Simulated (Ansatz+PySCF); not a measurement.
**singlet Li₂: levels of theory in one basis**

```xyz
2

Li    0.0000    0.0000   -2.0207
Li    0.0000    0.0000    2.0207
```

Basis set: 6-31G (spherical functions). All electrons are correlated. Charge 0, multiplicity 1.

Computed with Ansatz (development build ahead of 0.2.0); each method stands on the lowest determinant of its kind that the runs found.

```json
{"method": "RHF", "E − E(RHF) (eV)": "0.00", "<S²> of the determinant": "0.00"}
{"method": "UHF", "E − E(RHF) (eV)": "-0.53", "<S²> of the determinant": "0.85"}
{"method": "RHF-MP2", "E − E(RHF) (eV)": "-0.49", "<S²> of the determinant": "–"}
{"method": "UHF-MP2", "E − E(RHF) (eV)": "-0.61", "<S²> of the determinant": "0.85"}
{"method": "RHF-CCSD", "E − E(RHF) (eV)": "-0.85", "<S²> of the determinant": "–"}
{"method": "UHF-CCSD", "E − E(RHF) (eV)": "-0.85", "<S²> of the determinant": "0.85"}
{"method": "RHF-CCSD(T)", "E − E(RHF) (eV)": "-0.85", "<S²> of the determinant": "–"}
{"method": "full CI (lowest root of this spin)", "E − E(RHF) (eV)": "-0.85", "<S²> of the determinant": "–"}
```

At such a shape the full CI root can have another spatial symmetry than the determinants, so the rows needn't describe one state.

Problem. Is a single determinant a sound starting point here?

Solution. It is doubtful. Unrestricted orbitals lower Hartree–Fock by 0.53 eV and <S²> is 0.85 where a pure state has 0.00, a sign of strong static correlation.

Caution for RHF, RHF-MP2, RHF-CCSD, RHF-CCSD(T): an unrestricted determinant lies well below. Caution for UHF, UHF-MP2, UHF-CCSD: the unrestricted determinant is a mixture of spin states; the determinant may break the point group. Caution for RHF-MP2, UHF-MP2, RHF-CCSD, UHF-CCSD, RHF-CCSD(T): large amplitudes, a single reference is doubtful.
